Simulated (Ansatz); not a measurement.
**Abstraction of F: NOF + C4H5 → NO + C4H5F**

Species: NOF `O=NF`, singlet; C4H5 (but-2-yn-1-yl radical) `[CH2]C#CC`, doublet; NO (nitric oxide), doublet; C4H5F `CC#CCF`, singlet. A radical takes F: the energy is the difference in strength between the N–F bond broken and the C–F bond made.

Shapes, held fixed at every level: PBE0-D4/def2-TZVP. Programs: Ansatz 0.2.0. Electronic energies: no zero-point or thermal term.

| level | kind | ΔE (kJ/mol) | CPU time (sum over the molecules) |
| --- | --- | --- | --- |
| HF/def2-SVP | Hartree–Fock | -239.7 | – |
| r2SCAN-D4/def2-TZVPP | meta-GGA | -114.5 | 36 s |
| B3LYP-D4/def2-TZVPP | global hybrid | -144.1 | 32 s |
| PBE0-D4/def2-TZVPP | global hybrid | -146.6 | 28 s |
| r2SCAN0-D4/def2-TZVPP | global hybrid | -149.5 | 40 s |
| wB97M-V/def2-TZVPP | range-separated hybrid | -162.7 | 44 s |
| B2PLYP/def2-TZVPP | double hybrid | -158.7 | 26 s |

B2PLYP/def2-TZVPP gives ΔE = -158.7 kJ/mol; the levels span -239.7 to -114.5. The median of the levels is -149.5. No measured value is set beside it here. Spin contamination: C4H5 (⟨S²⟩ up to 0.94). Open shells run unrestricted. Times are processor times on shared x86 and Arm servers, and rough.
